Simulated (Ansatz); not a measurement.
Geometry optimisation, Ansatz 0.2.0, RKS BLYP-D4/6-31G*.

The input (input.yaml):

```yaml
crystal:
  periodic: [false, false, false]
  atoms:
    - { symbol: Al, position_ang: [0.0, 0.0, 0.0] }
    - { symbol: H, position_ang: [0.0, 0.0, 1.91] }
    - { symbol: F, position_ang: [1.4635, 0.0, -0.845] }
    - { symbol: H, position_ang: [-1.351, 0.0, -0.78] }
    - { symbol: O, position_ang: [0.0869, -1.972, 0.6559] }
    - { symbol: H, position_ang: [-0.4595, -2.5566, 0.0397] }
    - { symbol: H, position_ang: [0.0439, -0.9965, 1.8084] }
basis:
  gaussian: { orbitals: "6-31G*" }
hamiltonian:
  xc: blyp
  dispersion: d4
relax:
  f_tol: 0.15
  max_steps: 25
  restrain:
    - { distance: [0, 4], at: 1.78, k: 30.0 }
    - { distance: [6, 1], at: 0.66, k: 30.0 }
    - { distance: [0, 1], at: 2.76, k: 30.0 }
    - { distance: [6, 4], at: 2.21, k: 30.0 }
```

Command:

```bash
$ ansatz run input.yaml --threads 1 --pin off --max-ram 2048MiB --backend cpu --events-out ev --progress --plain --runs-dir out
```

Question: Where does it end, and by what steps?

Answer: It converged. The restraints hold the end off the free minimum. After 7 steps the energy has fallen by 2.039 eV (the restraints' own energy left out); Al1 moved furthest, 0.66 Å. Joined: H2–H7 (1.00 → 0.72 Å).

```
step  energy less start (eV)  largest force component (eV/Å)  accepted
   0                  0.0000                           3.971       yes
   1                 -0.6160                           4.732       yes
   2                 -1.2930                           3.946       yes
   3                 -1.8256                           2.282       yes
   4                 -1.9858                           0.850       yes
   5                 -1.9884                           0.741        no
   6                 -2.0252                           1.138       yes
   7                 -2.0387                           1.405       yes
```

```xyz
7
Properties=species:S:1:pos:R:3
Al 0.034 -0.492 -0.435
H 0.081 -0.057 2.291
F 1.460 0.320 -0.715
H -1.348 0.159 -0.857
O 0.173 -2.095 0.268
H -0.631 -2.657 0.249
H 0.014 -0.702 1.988
```

Time of the run: 23 s on 1 thread of Arm Neoverse N1, with other jobs on the host, peak memory 0.12 GiB.
